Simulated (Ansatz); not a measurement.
A made-up structure of CH₅BN, doublet:

```csv
atom,x (Å),y (Å),z (Å)
B1,0.0161,0.1971,0.4026
N2,-0.6548,0.8588,-0.6411
C3,0.6531,-1.0108,0.3657
H4,-0.6916,0.4109,-1.5568
H5,-1.0800,1.7640,-0.4410
H6,0.0489,0.7148,1.4289
H7,1.1277,-1.3937,1.2556
H8,0.6637,-1.5556,-0.5655
```

It is relaxed with PBE-D4/def2-SVP and then PBE0-D4/def2-TZVP (Ansatz 0.2.0). Atoms count as bonded within 1.22 times the sum of their covalent radii (H–H: 0.88 Å). The end point is not checked to be a true minimum.

Question: Does its bonding change? (A judgement: the text doesn't fix the answer.)

Answer: The calculation gives: No: no bond forms or breaks.

Where it ends: The first stage lowers the energy by 0.82 eV in 6 steps. It ends as CH₅BN ([CH2][BH][NH2]):
```
8
angstrom
B -0.0080 0.2878 0.4837
N -0.6531 0.8715 -0.6127
C 0.6811 -1.0722 0.3493
H -0.6969 0.4408 -1.5214
H -1.1166 1.7618 -0.5658
H -0.0185 0.8919 1.5202
H 1.1913 -1.5572 1.1751
H 0.7039 -1.6389 -0.5798
```

Labels in which every atom is bracketed show which atoms are joined, not bond orders.

For scale, one of the runs: PBE0-D4/def2-TZVP relaxation, 123 basis functions, launched by `ansatz run in.yaml --threads 2 --pin off --events-out ev --progress --plain --max-ram 4352MiB`. Hardware: 2 CPU threads of an Arm Neoverse V1, shared host. Wall time about 15 s.
